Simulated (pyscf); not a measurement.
**Four-centre exchange: HO–Si(OH)(F)–F + hydrogen fluoride (HF) → HO–Si(OH)(F)–F + hydrogen fluoride (HF)**

Gas phase, singlet surface, charge 0. Bonds broken: O1–H6, F8–H9. Bonds formed: O1–H9, H6–F8. Structures and frequencies: ωB97X-D3(BJ)/def2-SVP in PySCF.

Transition state (Å):

```xyz
9

O     -0.5681     1.0563     0.0835
Si    -1.1295    -0.4835     0.0446
O     -0.0705    -1.4060    -0.7803
F     -2.5842    -0.4951    -0.6368
F     -1.3333    -1.0312     1.5386
H      0.3943     1.4904    -0.5023
H     -0.2159    -2.3544    -0.8560
F      0.2756     2.3602    -1.3375
H     -0.6879     1.9125    -0.7554
```

One imaginary mode, 2224i cm⁻¹; descent along it reached the two sides named, in the forms told below.

```tsv
bond	change	reactant side (Å)	saddle	product side
O1–H6	breaks	0.964	1.207	1.752
F8–H9	breaks	0.933	1.211	3.4
O1–H9	forms	1.759	1.205	0.962
H6–F8	forms	3.2	1.212	0.938
```

Electronic energies relative to the separated reactants (kcal/mol):

| level | barrier | reaction energy | reverse barrier |
|---|---|---|---|
| ωB97X-D3(BJ)/def2-TZVP | 36.0 | 0.0 | 36.0 |
| PBE/def2-TZVP | 27.6 | 0.0 | 27.6 |
| r²SCAN/def2-TZVP | 31.1 | 0.0 | 31.1 |
| B3LYP-D3(BJ)/def2-TZVP | 34.0 | 0.0 | 34.0 |
| PBE0-D3(BJ)/def2-TZVP | 32.9 | 0.0 | 32.9 |
| M06-2X/def2-TZVP | 35.2 | 0.0 | 35.2 |
| ωB97M-D3(BJ)/def2-TZVP | 35.4 | 0.0 | 35.4 |
| HF/def2-TZVP | 55.7 | 0.0 | 55.7 |

With ωB97M-D3(BJ)/def2-TZVP energies and thermal terms (ideal gas, 1 atm, RRHO with modes under 100 cm⁻¹ raised to 100, one conformer, R ln 2 for chiral ones without a mode under 150 cm⁻¹), in kcal/mol:

```json
[
 {"T (K)": "298", "ΔH‡": "33.1", "ΔG‡": "43.2", "ΔH": "0.0", "ΔG": "0.0"},
 {"T (K)": "600", "ΔH‡": "32.5", "ΔG‡": "53.8", "ΔH": "0.0", "ΔG": "0.0"},
 {"T (K)": "900", "ΔH‡": "32.6", "ΔG‡": "64.4", "ΔH": "0.0", "ΔG": "0.0"},
 {"T (K)": "1200", "ΔH‡": "33.0", "ΔG‡": "75.0", "ΔH": "0.0", "ΔG": "0.0"}
]
```

On the reactant side the descent ends in a complex (not fully relaxed), 6.6 kcal/mol under the separated species and 42.6 kcal/mol under the saddle at ωB97X-D3(BJ)/def2-TZVP. On the product side the descent ends in a complex (not fully relaxed), 6.3 kcal/mol under the separated species and 42.3 kcal/mol under the saddle at ωB97X-D3(BJ)/def2-TZVP. The same reactants have a lower exit, to HO–Si(F)(F)–F + H₂O (barrier +13.0 kcal/mol at ωB97M-D3(BJ)/def2-TZVP, against +35.4 kcal/mol here). Another saddle between the same species, by other bonds, lies lower (24.6 kcal/mol against 35.4 kcal/mol at ωB97M-D3(BJ)/def2-TZVP).
